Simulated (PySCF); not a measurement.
hydrazine (H4N2), SMILES NN. Atoms are numbered in the order given.

```xyz
6

N      0.7083     0.0978     0.0736
N     -0.7083    -0.0978     0.0736
H      1.1441    -0.7816     0.3186
H      1.0600     0.3861    -0.8341
H     -1.1441     0.7816     0.3186
H     -1.0600    -0.3861    -0.8341
```

The structure is a stationary point at B3LYP-D3(BJ)/def2-TZVP.

Level of theory: PBE0/pcJ-1 in PySCF.

Isotropic couplings with Fermi-contact, spin-dipole and both spin-orbit terms, one fixed conformer, no vibrational averaging. Isotopes: 14N, 1H.

```json
[
 {"pair": "N1–N2", "bonds apart": "1", "J (Hz)": "-3.7"},
 {"pair": "N1–H3", "bonds apart": "1", "J (Hz)": "___"},
 {"pair": "N1–H4", "bonds apart": "1", "J (Hz)": "___"},
 {"pair": "N2–H5", "bonds apart": "1", "J (Hz)": "___"},
 {"pair": "N2–H6", "bonds apart": "1", "J (Hz)": "___"},
 {"pair": "N1–H5", "bonds apart": "2", "J (Hz)": "4.3"},
 {"pair": "N1–H6", "bonds apart": "2", "J (Hz)": "-1.0"},
 {"pair": "N2–H3", "bonds apart": "2", "J (Hz)": "4.3"},
 {"pair": "N2–H4", "bonds apart": "2", "J (Hz)": "-1.0"},
 {"pair": "H3–H4", "bonds apart": "2", "J (Hz)": "-4.0"},
 {"pair": "H5–H6", "bonds apart": "2", "J (Hz)": "-4.0"},
 {"pair": "H3–H5", "bonds apart": "3", "J (Hz)": "___"},
 {"pair": "H3–H6", "bonds apart": "3", "J (Hz)": "___"},
 {"pair": "H4–H5", "bonds apart": "3", "J (Hz)": "___"},
 {"pair": "H4–H6", "bonds apart": "3", "J (Hz)": "___"}
]
```

### Question
What belongs in the gaps? (The exact figures need the calculation; the answer reports its results.)

### Answer

- N1–H3, J (Hz): 50.2
- N1–H4, J (Hz): 44.2
- N2–H5, J (Hz): 50.2
- N2–H6, J (Hz): 44.2
- H3–H5, J (Hz): 12.1
- H3–H6, J (Hz): -1.4
- H4–H5, J (Hz): -1.4
- H4–H6, J (Hz): 7.5
